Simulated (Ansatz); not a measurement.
A nudged elastic band was laid between two geometries of AlFH3N (6 atoms, charge 0, multiplicity 1).

Theory: RKS B3LYP/def2-mTZVP in Ansatz 0.2.0.

```
movable images  : 7
climbing image  : yes
spring          : 5.0 eV/Å²
optimiser       : quadratic models (default)
start path      : through a guess of the saddle point
force threshold : 0.03 eV/Å
iteration limit : 60
end points      : relaxed
```

Image 0:

```xyz
6
Properties=species:S:1:pos:R:3
Al 0.183 -0.024 0.159
H 0.261 -0.552 1.632
F 1.556 0.537 -0.588
N -1.319 0.006 -0.766
H -2.214 -0.316 -0.422
H -1.409 0.348 -1.713
```

Image 8:

```xyz
6
Properties=species:S:1:pos:R:3
Al -1.080 -0.546 0.873
H 1.894 0.082 0.816
F 1.415 0.284 0.040
N -1.611 -0.051 -0.783
H -2.557 -0.106 -1.147
H -1.003 0.337 -1.499
```

Problem. What changes between the two ends?

Solution. Bonds broken: Al1–H2, Al1–F3. Bonds formed: H2–F3. AlFH3N becomes AlH2N + FH.

Problem. What energy profile does the band end with?

Solution. It converged. The highest image is number 4 of 0 to 8, 330.3 kJ/mol above the first end and 61.5 kJ/mol above the last; the last end lies 268.9 kJ/mol above the first. Neighbouring images differ by up to 1.4 eV, so the band resolves the path poorly. A vibrational analysis at the climbing image gives one clearly imaginary mode, 1277i cm⁻¹: a first-order saddle point. The orbitals stay closed-shell, which can raise the energy where a bond breaks towards radicals; this wasn't checked here.

| image | path coordinate (Å) | energy (kJ/mol) | Al1–H2 (Å) | Al1–F3 (Å) | H2–F3 (Å) |
| --- | --- | --- | --- | --- | --- |
| 0 | 0.00 | 0.0 | 1.57 | 1.66 | 2.79 |
| 1 | 0.46 | 12.8 | 1.56 | 1.66 | 2.63 |
| 2 | 0.93 | 73.3 | 1.56 | 1.66 | 2.23 |
| 3 | 1.39 | 211.4 | 1.60 | 1.73 | 1.72 |
| 4 | 1.86 | 330.3 | 1.75 | 1.93 | 1.21 |
| 5 | 2.20 | 293.6 | 2.04 | 2.20 | 0.98 |
| 6 | 2.53 | 275.1 | 2.40 | 2.52 | 0.94 |
| 7 | 2.87 | 269.8 | 2.78 | 2.73 | 0.94 |
| 8 | 3.21 | 268.9 | 3.04 | 2.76 | 0.93 |

Problem. What is the geometry of the highest image?

Solution. 
```xyz
6
Properties=species:S:1:pos:R:3
Al -0.359 -0.317 0.526
H 1.276 -0.111 1.106
F 1.358 0.395 0.006
N -1.498 -0.051 -0.815
H -2.474 -0.318 -0.835
H -1.245 0.402 -1.687
```

The run took 4.2 min on 1 thread of Intel(R) Xeon(R) Platinum 8488C (Sapphire Rapids), on a shared host, peak memory 0.14 GiB.
